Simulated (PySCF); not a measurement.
## How the functional moves excitation energies

Species: methyl(trifluoromethyl) sulfide, C2H3F3S.
SMILES: `CSC(F)(F)F`

Linear-response calculations in the def2-SVPD basis (PySCF; singlets by full response, triplets Tamm–Dancoff, core orbitals frozen in the response; HF means time-dependent Hartree–Fock). 'Strongest' is the level of largest summed f among the singlets computed (10 roots, of which the last may lack a degenerate partner); it can jump between rows when another state enters that window. S1 is the lowest singlet of each run and needn't be the same state throughout; f(S1) is that of one state. Isolated species at its PBE0-D3(BJ)/def2-SVP geometry, gas phase.

```json
{"functional": "LDA", "kind": "LDA", "S1 (eV)": "5.36", "f(S1)": "0.000", "strongest (eV)": "8.27", "T1 (eV)": "4.96", "HOMO (eV)": "-6.36", "gap (eV)": "5.16", "ionisation energy, ΔSCF (eV)": "9.96"}
{"functional": "PBE", "kind": "GGA", "S1 (eV)": "5.38", "f(S1)": "0.000", "strongest (eV)": "8.23", "T1 (eV)": "4.90", "HOMO (eV)": "-6.25", "gap (eV)": "5.22", "ionisation energy, ΔSCF (eV)": "9.75"}
{"functional": "B3LYP", "kind": "global hybrid, 20% exact exchange", "S1 (eV)": "5.57", "f(S1)": "0.000", "strongest (eV)": "8.74", "T1 (eV)": "5.06", "HOMO (eV)": "-7.34", "gap (eV)": "6.93", "ionisation energy, ΔSCF (eV)": "9.97"}
{"functional": "PBE0", "kind": "global hybrid, 25% exact exchange", "S1 (eV)": "5.68", "f(S1)": "0.000", "strongest (eV)": "8.96", "T1 (eV)": "5.10", "HOMO (eV)": "-7.57", "gap (eV)": "7.43", "ionisation energy, ΔSCF (eV)": "9.93"}
{"functional": "BHandHLYP", "kind": "global hybrid, 50% exact exchange", "S1 (eV)": "5.82", "f(S1)": "0.000", "strongest (eV)": "9.40", "T1 (eV)": "5.24", "HOMO (eV)": "-8.78", "gap (eV)": "9.37", "ionisation energy, ΔSCF (eV)": "9.96"}
{"functional": "CAM-B3LYP", "kind": "range-separated hybrid", "S1 (eV)": "5.65", "f(S1)": "0.000", "strongest (eV)": "9.12", "T1 (eV)": "5.11", "HOMO (eV)": "-8.96", "gap (eV)": "9.69", "ionisation energy, ΔSCF (eV)": "10.05"}
{"functional": "wB97X-D", "kind": "range-separated hybrid", "S1 (eV)": "5.73", "f(S1)": "0.000", "strongest (eV)": "9.30", "T1 (eV)": "5.24", "HOMO (eV)": "-9.45", "gap (eV)": "11.04", "ionisation energy, ΔSCF (eV)": "10.04"}
{"functional": "LC-wPBE", "kind": "range-separated hybrid", "S1 (eV)": "5.78", "f(S1)": "0.000", "strongest (eV)": "9.62", "T1 (eV)": "5.15", "HOMO (eV)": "-10.36", "gap (eV)": "12.20", "ionisation energy, ΔSCF (eV)": "10.08"}
{"functional": "HF", "kind": "Hartree–Fock", "S1 (eV)": "6.16", "f(S1)": "0.000", "strongest (eV)": "10.71", "T1 (eV)": "5.41", "HOMO (eV)": "-10.62", "gap (eV)": "12.82", "ionisation energy, ΔSCF (eV)": "not settled"}
```

S1 runs from 5.36 eV (LDA) to 6.16 eV (HF), a spread of 0.79 eV, while the orbital gap spreads over 7.7 eV. Along PBE (0%), B3LYP (20%), PBE0 (25%), BHandHLYP (50%), HF (100%) S1 rises with the share of exact exchange. −ε(HOMO) comes closest to its own ΔSCF ionisation energy with LC-wPBE (+0.27 eV) and misses most with LDA (-3.60 eV). 'Not settled' means that the ion's SCF failed to converge or may have ended in another state than the lowest.
